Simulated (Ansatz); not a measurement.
# C2H4F2O: the cost of one run

Computed with Ansatz 0.2.0, Gaussian basis. Level: the settings change from run to run.

## (1) The relaxed structure

The structure was relaxed beforehand with PBE0-D4 in a triple-zeta def2 set.

SMILES `CC(O)(F)F`, 9 atoms, charge 0, spin multiplicity 1.

Atoms are counted from 1 here; the program's logs count them from 0.

Bond lengths: C1–C2 1.498 Å, C1–H6 1.089 Å, C1–H7 1.089 Å, C1–H8 1.089 Å, C2–O3 1.354 Å, C2–F4 1.366 Å, C2–F5 1.366 Å, O3–H9 0.965 Å. Angles: C2–C1–H6 109.4°, C2–C1–H7 109.4°, C2–C1–H8 109.2°, H6–C1–H7 109.5°, H6–C1–H8 109.7°, H7–C1–H8 109.7°, C1–C2–O3 111.3°, C1–C2–F4 110.6°, C1–C2–F5 110.6°, O3–C2–F4 109.9°, O3–C2–F5 109.9°, F4–C2–F5 104.4°, C2–O3–H9 108.4°.

As a file:

```
C    -0.97563   -0.14874   -0.31035
C     0.46811    0.13119   -0.02545
O     0.81430   -0.28884    1.21442
F     1.26698   -0.46645   -0.95832
F     0.73409    1.46460   -0.15541
H    -1.59508    0.37084    0.41913
H    -1.15599   -1.22051   -0.24251
H    -1.21637    0.20159   -1.31270
H     1.74799   -0.08988    1.35410
```

## (2) B97/cc-pVTZ

Options: coordinates scaled by 0.92, high accuracy.

in.yaml

```yaml
crystal:
  periodic: [false, false, false]
  atoms:
    - {symbol: C, position_ang: [-0.897579, -0.136843, -0.285522]}
    - {symbol: C, position_ang: [0.430664, 0.120695, -0.023419]}
    - {symbol: O, position_ang: [0.749154, -0.265733, 1.117270]}
    - {symbol: F, position_ang: [1.165620, -0.429137, -0.881657]}
    - {symbol: F, position_ang: [0.675364, 1.347430, -0.142981]}
    - {symbol: H, position_ang: [-1.467470, 0.341177, 0.385601]}
    - {symbol: H, position_ang: [-1.063514, -1.122873, -0.223105]}
    - {symbol: H, position_ang: [-1.119060, 0.185463, -1.207686]}
    - {symbol: H, position_ang: [1.608149, -0.082686, 1.245767]}
basis:
  gaussian: {orbitals: cc-pVTZ}
hamiltonian: {xc: {name: B97}}
accuracy: high
```

On the command line:

```bash
> ansatz run in.yaml --threads 2 --pin off --events-out ev --progress --plain --max-ram 4352MiB
```

**Question.** How long does this run take on 2 threads of Arm Neoverse V1, shared host, and how much memory does it need?

About 37 s, with a peak of 1.4 GiB.
